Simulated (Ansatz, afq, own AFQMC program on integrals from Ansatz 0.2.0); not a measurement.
# Where AFQMC and coupled cluster stand for Al2H3, doublet

```xyz
5

Al    0.0000    0.0000    1.0703
Al    0.0000    0.0000   -1.1053
H     0.0000    1.2441    1.7250
H     0.0000   -1.2441    1.7250
H     0.0000    0.0000   -2.5135
```

Connectivity, by distances: AlH2–AlH.

Basis cc-pVDZ. Only valence electrons are correlated. AFQMC by an in-house program on the Cholesky factors that Ansatz 0.2.0 writes for its CCSD(T) run. ph-AFQMC/CISD is guided by a CISD state made of CCSD amplitudes; releasing the constraint for a short imaginary time cuts its bias at the price of noise, slowly where states lie close. Free AFQMC starts from the CCSD state and is never constrained. Its projection time is finite, and what remains of the start isn't in its error. Error bars are statistical, one sigma.

Determinant: UHF, the one that the program's search chose, which needn't be the lowest solution. The geometry is a point of a scan.

No full CI on the walks' own integrals is used here; CCSDT(Q) serves as the reference and is uncertain by about the last step of the cluster series.

- T1 diagnostic: 0.0168
- weight of the determinant in the CISD state: 0.892
- ⟨S²⟩ of the determinant: 0.762
- size of the correlated space: 9 electrons in 41 orbitals

Reference: CCSDT(Q), correlation energy -4.318 eV. The released energy is read at 2.40 1/Eh (meV from the phaseless value at times in 1/Eh: 0 ± 9 at 0.24, 1 ± 9 at 0.51, 8 ± 7 at 0.99, -3 ± 9 at 1.62, 0 ± 11 at 2.40).

```json
{"level": "HF", "E − E(reference) (kcal/mol)": "99.57", "share of correlation (%)": "0.00"}
{"level": "MP2", "E − E(reference) (kcal/mol)": "25.59", "share of correlation (%)": "74.29"}
{"level": "CCSD", "E − E(reference) (kcal/mol)": "2.78", "share of correlation (%)": "97.21"}
{"level": "CCSD(T)", "E − E(reference) (kcal/mol)": "0.71", "share of correlation (%)": "99.28"}
{"level": "CCSDT", "E − E(reference) (kcal/mol)": "0.08", "share of correlation (%)": "99.92"}
{"level": "ph-AFQMC/HF", "E − E(reference) (kcal/mol)": "-1.40 ± 1.04", "share of correlation (%)": "101.40"}
{"level": "ph-AFQMC/CISD", "E − E(reference) (kcal/mol)": "0.01 ± 0.19", "share of correlation (%)": "99.99"}
{"level": "released AFQMC", "E − E(reference) (kcal/mol)": "0.00 ± 0.26", "share of correlation (%)": "100.00"}
{"level": "free AFQMC", "E − E(reference) (kcal/mol)": "-0.07 ± 0.28", "share of correlation (%)": "100.07"}
```

Free projections are given only where their last times agree within the noise and don't stop above the reference; a slow remainder of the start can still hide under it. A walk keeps the symmetry of its determinant, which the program's search chose and which needn't be the lowest solution, so a lower state of the same spin and another symmetry isn't excluded. Released energies are given only where the last usable release times agree within the noise; a slower fall can still hide under it.
